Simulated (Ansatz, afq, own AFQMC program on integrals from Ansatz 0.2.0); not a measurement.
Where AFQMC and coupled cluster stand for SiH2, triplet

```xyz
3

Si   -0.4939    0.4712   -0.2148
H     0.8452    0.5822    0.5255
H    -0.3513   -1.0533   -0.3107
```

Basis def2-TZVP. Noble-gas cores (and the filled d shells of Ga–Kr and In–Xe) are frozen. Ansatz 0.2.0 and our own AFQMC program on the same integrals; the CISD trial comes from CCSD amplitudes, and released means the phaseless constraint is let go. Uncertainties: one standard error, sampling alone.

Determinant: UHF, the one that the program's search chose, which needn't be the lowest solution. The geometry is a PBE0/def2-SVP stationary point of this or a neighbouring charge and spin state.

No full CI on the walks' own integrals is used here; CCSDT(Q) serves as the reference and is uncertain by about the last step of the cluster series.

Cautions: another spin lies lower (by 1.26 eV).

```
T1 diagnostic                               : 0.0215
weight of the determinant in the CISD state : 0.925
⟨S²⟩ of the determinant                     : 2.005
size of the correlated space                : 6 electrons in 44 orbitals
```

Reference: CCSDT(Q), correlation energy -3.057 eV. The released energy is read at 2.40 1/Eh (meV from the phaseless value at times in 1/Eh: -3.1 ± 1.4 at 0.24, -3.7 ± 0.9 at 0.51, -3.5 ± 0.7 at 0.99, -4.5 ± 0.8 at 1.62, -5.9 ± 1.5 at 2.40).

| level | E − E(reference) (meV) | share of correlation (%) |
| --- | --- | --- |
| HF | 3056.6 | 0.00 |
| MP2 | 758.3 | 75.19 |
| CCSD | 113.4 | 96.29 |
| CCSD(T) | 26.3 | 99.14 |
| CCSDT | 2.1 | 99.93 |
| ph-AFQMC/CISD | 6.0 ± 1.4 | 99.80 |
| released AFQMC | 0.1 ± 1.5 | 100.00 |

A walk keeps the symmetry of its determinant, which the program's search chose and which needn't be the lowest solution, so a lower state of the same spin and another symmetry isn't excluded. Released energies are given only where the last usable release times agree within the noise; a slower fall can still hide under it.
